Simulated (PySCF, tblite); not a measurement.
# fluoroacetylene (C₂HF): infrared bands, NMR shifts and spin-spin couplings

Wanted: the infrared bands, NMR shifts and spin-spin couplings of fluoroacetylene (C₂HF) (`C#CF`), by calculation.

Programs: tblite 0.8.0 and PySCF 2.14.0, with density-fitted response routines of our own. Each step states its level of theory. These are calculated values for one molecule in the gas phase, unless marked as measured. Atoms are numbered from 0 throughout.

## (1) The starting structure

4 atoms, charge 0, multiplicity 1; geometry from: GFN2-xTB.

Bonds of the start (Å): C0–C1 1.19, C1–F2 1.28, C0–H3 1.05.

## (2) Harmonic vibrations with GFN2-xTB

Job settings and geometry (Å):

```
{"job": {"kind": "ir", "xc": "GFN2-xTB", "basis": "xTB"}, "charge": 0, "multiplicity": 1}
C     -0.623710     0.024568    -0.031240
C      0.515926    -0.018435    -0.379648
F      1.742514    -0.066542    -0.754104
H     -1.624497     0.065182     0.270498
```

**Question.** This job is followed by: GIAO PBE0/pcSseg-1 NMR shielding, non-relativistic, gas phase; B3LYP/pcJ-1 indirect spin-spin coupling, non-relativistic, gas phase. Predict these results of the whole session: strongest single infrared mode (GFN2-xTB); zero-point energy (GFN2-xTB); ¹³C shifts against TMS (PBE0/pcSseg-1); ¹H shifts against TMS (PBE0/pcSseg-1); ¹⁹F shifts against CFCl3 (PBE0/pcSseg-1); largest coupling of the table (B3LYP/pcJ-1).

As calculated:

```
                                   quantity                     value
  strongest single infrared mode (GFN2-xTB)     2377 cm⁻¹, 161 km/mol
               zero-point energy (GFN2-xTB)             12.4 kcal/mol
     ¹³C shifts against TMS (PBE0/pcSseg-1)            97.9, 17.4 ppm
      ¹H shifts against TMS (PBE0/pcSseg-1)                  0.73 ppm
   ¹⁹F shifts against CFCl3 (PBE0/pcSseg-1)                -223.7 ppm
largest coupling of the table (B3LYP/pcJ-1)  ¹J(C,F) C1–F2, -390.0 Hz
```

**Reading.** No mode is imaginary among the 7: a minimum at this level. The strongest single mode, at 2377 cm⁻¹, moves mainly C1. GFN2-xTB is a fitted tight-binding method: band positions and strengths are rough. Its intensities can rank the bands wrongly. At PBE0/pcSseg-1: The largest span, 296 ppm, is at C1, where the paramagnetic term is -171 ppm. In the run at B3LYP/pcJ-1, the largest coupling of the table is C1–F2, -390.0 Hz, of which the Fermi-contact term gives -343.6 Hz. The 2 measured couplings differ from the computed sizes by 12.2 Hz on average; vibrational averaging and surroundings are not included.
